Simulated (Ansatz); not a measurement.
Species: AlF3, SMILES `[F][Al]([F])[F]` (charge 0, multiplicity 1), formula AlF3.

**Question.** How many basis functions does Ansatz (a program for electronic structure) with frozen-core CCSD(T)/cc-pVTZ // PBE-D3(BJ)/def2-TZVP use, how many core orbitals are frozen, and how many electrons are correlated?

**Answer.** 124 basis functions and 8 frozen orbitals, which leaves 24 correlated electrons. Core time is of the order of seconds.
